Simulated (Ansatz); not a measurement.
## InH2⁺, triplet: stretch scan

Starting geometry (PBE0/def2-TZVP stationary point for this spin, not checked as a minimum):

```yaml
atoms:
  - { symbol: In, position_ang: [0.0000, 0.0000, -0.0276] }
  - { symbol: H, position_ang: [0.0000, 1.1433, 1.5722] }
  - { symbol: H, position_ang: [0.0000, -1.1433, 1.5722] }
```

From there H2 moves along the line of the two atoms named below, all else staying in place; atoms are numbered as listed. Energies are in kcal/mol, counted from the starting geometry at the same level. Kohn–Sham curves are unrestricted where that lies lower.

Basis def2-TZVPP with its core potentials; Ansatz 0.2.0. Correlated methods freeze the noble-gas cores and the filled d shells of p-block atoms. No spin–orbit coupling is included; scalar relativity enters through the core potentials alone.

Functionals correlate the shells that the reference freezes, so part of their error here is the reference's.

Full CI is exact within this basis and frozen core; it isn't the basis-set limit.

```tsv
distance In1-H2 (Å)	full CI	PBE	r2SCAN	B97M-V	PBE0	B3LYP	wB97X-V	wB97M-V	B2PLYP	RPA-PBE
1.553	13.3	12.5	11.3	12.8	11.4	12.7	10.5	10.2	12.3	13.1
1.735	2.9	2.8	2.2	2.9	2.2	2.9	1.8	1.7	2.6	2.7
1.966	0.0	0.0	0.0	0.0	0.0	0.0	0.0	0.0	0.0	0.0
2.173	0.5	0.2	0.9	0.2	0.5	0.3	0.6	0.6	0.4	0.4
2.436	1.4	0.8	2.8	0.8	1.4	1.2	1.4	1.4	1.4	1.0
2.692	2.1	1.5	4.5	1.1	2.2	2.1	1.9	1.9	2.1	1.4
3.096	2.8	2.7	6.4	1.6	3.4	3.2	2.5	2.6	3.0	2.0
3.615	3.4	3.8	8.0	2.3	4.4	4.3	3.2	3.1	3.9	2.5
4.288	3.8	4.6	8.9	3.1	5.1	5.0	3.7	3.4	4.4	2.8
5.216	4.0	5.1	9.3	3.6	5.4	5.3	4.0	3.7	4.7	2.7
6.578	4.1	5.3	9.4	3.7	5.5	5.4	4.1	3.9	4.7	2.6
```

(1) Judged by the spread of the error over the points with a reference (largest less smallest), which of these follows full CI best and which worst?

Results:

(1) Subtracting the full CI column from each: best B97M-V (errors from -1.2 to 0.0, spread 1.2 kcal/mol), worst r2SCAN (from -2.0 to 5.3, spread 7.3 kcal/mol). Functionals and wave-function methods converge differently with the basis, so part of this is basis effect.
